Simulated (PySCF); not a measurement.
# State search for SF

Unrestricted PBE0; PySCF, spin-free X2C with a Gaussian nucleus, basis sets S x2c-TZVPPall, F x2c-TZVPPall. Outer shells of the fragments: S 3s2 3p4; F 2s2 2p5.

Followed along the bond (rough minima from three points):

| 2Ms+1 | unpaired | ⟨S²⟩ at the start | R at minimum (Å) | Te (eV) |
| --- | --- | --- | --- | --- |
| 2 | π ↑ | 0.76 | 1.60 | 0.00 |
| 4 | σ ↑, π ↑↑ | 3.75 | none in the scan | ≤ 2.12 |

Solutions found at the starting distance of 1.600 Å, counted from the lowest of them; the search is not exhaustive and high or unbound solutions are not listed, so other states can lie among these:

| 2Ms+1 | unpaired | term | E (eV) | ⟨S²⟩ | ⟨Lz²⟩ | μ (D) |
| --- | --- | --- | --- | --- | --- | --- |
| 2 | π ↑ | ²Π | 0.00 | 0.76 | 1.01 | -0.84 |
| 4 | σ ↑, π ↑↑ | ⁴Σ⁻ | 2.57 | 3.75 | 0.00 | -0.75 |
| 2 | σ ↑, π ↑↓ | mixed | 3.30 | 1.76 | 2.03 | -0.68 |
| 2 | σ ↓, π ↑↑ | mixed | 3.38 | 1.76 | 0.00 | -0.67 |
| 2 | σ ↑ | mixed | 4.55 | 0.76 | 2.01 | -0.47 |
| 4 | σ ↑↑, π ↑ | ⁴Π | 8.50 | 3.76 | 1.01 | 0.48 |
| 2 | π ↑ | ²Π | 8.70 | 0.76 | 1.02 | -0.09 |
| 4 | σ ↑, π ↑↑ | mixed | 9.00 | 3.76 | 2.02 | 2.96 |

A term symbol is given only where ⟨S²⟩ and ⟨Lz²⟩ are close to those of a pure state; real π, δ and φ orbitals otherwise mix terms. A positive dipole means S(−)F(+).

Counting both spins, an empty level lies below a filled one in some of these solutions, because spin and occupation are held.
